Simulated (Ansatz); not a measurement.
Isolated molecules relaxed with PBE0-D4/def2-TZVP in Ansatz; ΔE leaves out vibrations. CCSD(T)/CBS is the MP2 limit (def2-TZVPP, def2-QZVPP) plus CCSD(T) − MP2 in def2-TZVPP, frozen cores. Functionals use def2-TZVPP. Each species was taken in one conformer, which may not be the lowest.

Reaction (formal exchange of groups at a P–N bond): `OC(O)=NP` + `C[SiH2]Cl` → `P[SiH2]Cl` + `CN=C(O)O`

```json
{"species": "`OC(O)=NP`", "B2PLYP energy (Eh)": "-586.88816"}
{"species": "`C[SiH2]Cl`", "B2PLYP energy (Eh)": "-790.61165"}
{"species": "`P[SiH2]Cl`", "B2PLYP energy (Eh)": "-1093.15338"}
{"species": "`CN=C(O)O`", "B2PLYP energy (Eh)": "-284.32897"}
```

(1) Work out ΔE.

Largest T1 diagnostic among the species: 0.014.

Results:

(1) ΔE = (-1093.15338) + (-284.32897) − (-586.88816) − (-790.61165) = 0.01746 Eh = +11.0 kcal/mol. CCSD(T)/CBS gives +10.2 kcal/mol.

In def2-TZVPP, CCSD(T) changes the Hartree–Fock value by −2.2 kcal/mol (the triples alone add −0.0 kcal/mol) and MP2 by −0.9 kcal/mol.
